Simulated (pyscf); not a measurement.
`[CH2][CH2][CH2][Cl]` [doublet] → `[CH2]1[CH2][CH2]1` + `[Cl]` [doublet], a ring closure with loss of a group (doublet surface; C–Cl broken, C–C formed). Optimised with ωB97X-D3(BJ)/def2-SVP in PySCF. Energies in kcal/mol from the reactant's lowest minimum found.

Small-basis levels: PySCF, no dispersion term, spherical d functions. AM1 to PM7: differences of heats of formation from MOPAC. Open shells are spin-unrestricted. 

```
level                   barrier  reaction energy
----------------------  -------  ---------------
HF/STO-3G                  54.9            +20.7
MP2/6-31G*                 31.8            +17.9
SVWN5/6-31G*                  ?            +31.3
M06-2X/6-31G*              25.5            +20.8
B3LYP/def2-SVP             25.8            +20.9
AM1                           ?            +45.0
PM3                        50.1            +39.3
PM6                        38.3            +36.1
PM7                        40.2            +35.9
ωB97M-D3(BJ)/def2-TZVP        ?            +23.3
```

Fill in the missing entries.


- SVWN5/6-31G*, barrier: 17.5
- AM1, barrier: 53.8
- ωB97M-D3(BJ)/def2-TZVP, barrier: 28.1

Against the last row the barrier runs from -10.6 (SVWN5/6-31G*) to +26.7 kcal/mol (HF/STO-3G). At SVWN5/6-31G* this geometry lies under one side, so the entry may be no barrier of that level: it is a single point on another level's saddle. ωB97M-D3(BJ)/def2-TZVP has limits of its own. On the product side the descent ends in what is likely a three-electron adduct, which functionals tend to overbind, 4.1 kcal/mol under the separated species and 9.3 kcal/mol under the saddle at ωB97X-D3(BJ)/def2-TZVP. •H₂C–CH₂–CH₂–Cl lies 9.2 kcal/mol over its isomer H₃C–C•(CH₃)–Cl (electronic energy, ωB97M-D3(BJ)). cyclopropane lies 6.6 kcal/mol over its isomer H₂C=CH–CH₃ (electronic energy, ωB97M-D3(BJ)). This is the saddle that the search found; another between the same sides may lie lower. Left out: the spin-orbit lowering of Cl.
